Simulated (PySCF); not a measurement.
# C5H10S: the cost of one run

Computed with PySCF 2.14.0 and routines of our own; the level stands in each step. Atoms count from 0.

## Step 1: The starting structure

16 atoms, charge 0, multiplicity 1; geometry from: GFN2-xTB.

## Step 2: Magnetic properties: GIAO HF/pcSseg-1

Job settings and geometry (Å):

```
{"job": {"kind": "mag", "xc": "HF", "basis": "pcSseg-1", "isotopologues": 2}, "charge": 0, "multiplicity": 1}
C     -1.638621    -1.068945     0.139277
C     -0.186926    -0.705653    -0.099771
C      0.686187    -0.393798     1.131453
C      1.216803     0.860831     0.421346
C      0.095545     0.714195    -0.614975
S      0.564177     0.814112    -2.378421
H     -2.119094    -0.325776     0.772877
H     -2.175080    -1.118186    -0.805851
H     -1.709959    -2.038226     0.627781
H      0.282883    -1.450818    -0.744695
H      1.426283    -1.144392     1.397205
H      0.087277    -0.156104     2.008158
H      2.202182     0.710416    -0.014764
H      1.216549     1.786143     0.994456
H     -0.738411     1.397871    -0.457723
H      0.782604     2.127273    -2.387763
```

With the program's defaults for keys left out, this is: GIAO HF/pcSseg-1 magnetisability, rotational g tensor and spin-rotation constants, non-relativistic, gas phase.

Started as:

```console
OMP_NUM_THREADS=1 python excited_run.py task.json out
```

This one command runs all jobs of the session in turn.

**Question.** How long does this first job take on 1 thread of Intel Xeon Platinum 8488C, shared host, and how much memory does it need?

About 9.9 s, with a peak of 0.7 GiB.
